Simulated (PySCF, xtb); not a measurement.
HS, SMILES [SH] (connectivity only; charge and spin as stated), charge -1, multiplicity 1.

xtb with GFN2-xTB at its own geometry gives an orbital gap of 5.17 eV.

Geometry optimised at B3LYP-D3(BJ)/def2-TZVPD. The multiplicity is an assumed one; other spin states were not compared.

Problem. What does PBE/def2-TZVPD (PySCF) give? (The exact figures need the calculation; the answer reports its results.)

Solution. gap 3.29 eV (levels 0.89 and 4.18 eV).
